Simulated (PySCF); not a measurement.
# A diatomic session: MgH+

An exercise on one series of results from a longer session: the logs are not shown, and one member is left open.

Computed with PySCF 2.14.0. Level: Mg def2-SVP, H def2-SVP, no relativity.

The first run:

Settings of the job:

```json
{
  "atoms": "Mg, H",
  "charge": "1",
  "basis": "Mg def2-SVP, H def2-SVP",
  "Hamiltonian": "no relativity",
  "basis functions": "23",
  "electrons treated": "12",
  "masses in u": "23.9850, 1.0078",
  "levels": "PBE0, PBE, r²SCAN, TPSSh, BP86, BHandHLYP, CAM-B3LYP, HF, MP2, SCS-MP2, CCSD, CCSD(T)",
  "grid": "80 radial by 434 angular points",
  "occupations": "held fixed by the projection of orbital angular momentum",
  "dissociation limit": "Mg+ + H, each in its ground configuration",
  "starting distance in angstrom": "1.775",
  "values of 2S to try": "0, 2"
}
```

On the command line:

```
OMP_NUM_THREADS=1 python dia.py task.json out
```

Steps of the session up to this table: The job; The PBE0 curve of the state that the search chose; Higher solutions at PBE0; PBE (GGA); r²SCAN (meta-GGA); TPSSh; BP86 (GGA); BHandHLYP (global hybrid GGA); CAM-B3LYP; RHF; MP2 and coupled cluster.

One table of the session follows, with a row left open; its other results are not shown here.

Differences from CCSD(T) in the same basis:

```
      level  Re (mÅ)  ωe (%)
        RHF      -19    +8.9
    RHF-MP2        ?       ?
RHF-SCS-MP2      -15    +5.6
   RHF-CCSD        0    +0.1
        PBE       +5    -0.7
       BP86       +2    -0.1
     r²SCAN       -9    +3.6
      TPSSh      -10    +3.5
       PBE0       -9    +3.1
  BHandHLYP      -25    +6.6
  CAM-B3LYP      -23    +5.5
```

Estimate the missing values for RHF-MP2.

As computed: Re (mÅ): -16; ωe (%): +6.2. In the column «Re (mÅ)» it lies between RHF (-19) and RHF-SCS-MP2 (-15).

Hartree–Fock makes the bond too short and too stiff against this reference, as it mostly does. PBE gives a bond that is too long and too soft, as GGAs tend to. CCSD(T) in a basis this small is itself some way from its limit, more so than the functionals.
